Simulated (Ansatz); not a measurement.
Cost and result for the atomization energy of C2H4OS2 (`SSC1CO1`) (9 atoms, 9 bonds).

```xyz
9

S    -1.220   -0.897   -2.326
S    -0.952    0.650   -1.020
C    -0.227   -0.168    0.380
C     0.594    0.629    1.287
O     1.172   -0.324    0.411
H     0.014   -0.918   -2.865
H    -0.795   -1.017    0.751
H     0.615    0.377    2.343
H     0.800    1.668    1.040
```

Charge 0, multiplicity 1. Geometry: relaxed with PBE0-D4/def2-TZVP. It is one conformer, not always the lowest. Program: Ansatz. All runs use 4 threads of an Arm Neoverse V1 on a shared host. Times are those of one run each, without the atoms' runs, and a repeat can differ threefold. Electronic energies, without spin–orbit coupling; frozen cores. CCSD(T)/CBS adds CCSD(T) − MP2 in def2-TZVPP to the MP2 limit, and its time is that of the two runs behind it. T1 = 0.013. B3LYP takes the VWN-RPA correlation (the form of Gaussian; ORCA's B3LYP/G).

CCSD(T)/CBS is a level of theory with its own doubt, some kJ/mol a heavy atom from the limit and from the frozen cores, so smaller differences don't rank the functionals.

```
                             level  functions  wall time
   PBE-D4/def2-TZVPP (with forces)        233      2.5 s
                PBE0-D4/def2-TZVPP        233      3.1 s
 B3LYP-D4/def2-TZVPP (with forces)        233      4.7 s
                 B2PLYP/def2-TZVPP        233      5.5 s
r2SCAN-D4/def2-TZVPP (with forces)        233      5.5 s
                ωB97X-V/def2-TZVPP        233      7.5 s
  ωB97M-V/def2-TZVPP (with forces)        233       11 s
                    MP2/def2-QZVPP        431       19 s
                CCSD(T)/def2-TZVPP        233      120 s
                 CCSD(T)/CBS(def2)          –    2.3 min
```

**Question.** What atomization energy does each give, and how far from CCSD(T)/CBS? (Best estimate.)

**Answer.** Computed: 
```json
{"level": "PBE-D4/def2-TZVPP (with forces)", "atomization (kcal/mol)": "807.2", "difference from CCSD(T)/CBS": "34.3", "per bond": "3.8"}
{"level": "PBE0-D4/def2-TZVPP", "atomization (kcal/mol)": "783.1", "difference from CCSD(T)/CBS": "10.2", "per bond": "1.1"}
{"level": "B3LYP-D4/def2-TZVPP (with forces)", "atomization (kcal/mol)": "770.7", "difference from CCSD(T)/CBS": "-2.2", "per bond": "-0.2"}
{"level": "B2PLYP/def2-TZVPP", "atomization (kcal/mol)": "761.4", "difference from CCSD(T)/CBS": "-11.5", "per bond": "-1.3"}
{"level": "r2SCAN-D4/def2-TZVPP (with forces)", "atomization (kcal/mol)": "781.0", "difference from CCSD(T)/CBS": "8.1", "per bond": "0.9"}
{"level": "ωB97X-V/def2-TZVPP", "atomization (kcal/mol)": "779.6", "difference from CCSD(T)/CBS": "6.7", "per bond": "0.7"}
{"level": "ωB97M-V/def2-TZVPP (with forces)", "atomization (kcal/mol)": "780.3", "difference from CCSD(T)/CBS": "7.4", "per bond": "0.8"}
{"level": "MP2/def2-QZVPP", "atomization (kcal/mol)": "783.8", "difference from CCSD(T)/CBS": "10.9", "per bond": "1.2"}
{"level": "CCSD(T)/def2-TZVPP", "atomization (kcal/mol)": "746.9", "difference from CCSD(T)/CBS": "-26.0", "per bond": "-2.9"}
{"level": "CCSD(T)/CBS(def2)", "atomization (kcal/mol)": "772.9", "difference from CCSD(T)/CBS": "0.0", "per bond": "0.0"}
```

From PBE to PBE0 (25 % exact exchange), in def2-TZVPP and without D4, the atomization energy moves by −23.2 kcal/mol: exact exchange takes away binding that semilocal exchange gives to molecules. The D4 term adds +8.2 kcal/mol with B3LYP and +4.3 kcal/mol with PBE0; it sums over pairs of atoms, weighted by their polarisabilities, and B3LYP, whose exchange is more repulsive, gets the larger term. In def2-TZVPP, CCSD(T) changes the Hartree–Fock value by +233.7 kcal/mol (the triples alone add +17.9 kcal/mol) and MP2 by +255.3 kcal/mol; breaking electron pairs costs correlation energy, which Hartree–Fock lacks.
